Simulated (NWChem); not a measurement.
# Atomisation of BF3

SMILES: FB(F)F
```xyz
4

B      0.0000     0.0000     0.0000
F      0.0000     0.0000     1.3137
F      1.1377     0.0000    -0.6568
F     -1.1377     0.0000    -0.6568
```
Charge 0, spin multiplicity 1.

Everything below was run with NWChem. All single points use one geometry, from B3LYP/def2-SVP, a minimum by its harmonic frequencies.

Basis set: def2-TZVP. The atomisation energy is electronic alone: no zero-point, thermal, spin-orbit or counterpoise terms. No value is extrapolated to the basis-set limit. Free atoms are single determinants with multiplicities B 2, F 2.

B3LYP has NWChem's definition, with VWN1-RPA local correlation. The structure started from a generated list of species. No SCF solution was tested for a lower state. Open-shell Hartree-Fock references start from PBE0 orbitals.

Problem. Order these methods by the atomisation energy they give, lowest first: BHandHLYP, B3LYP, PBE0, PBE, HF, BLYP.

Solution. HF (361.4 kcal/mol), BHandHLYP (444.9 kcal/mol), B3LYP (464.2 kcal/mol), PBE0 (466.1 kcal/mol), BLYP (468.6 kcal/mol), PBE (481.7 kcal/mol)
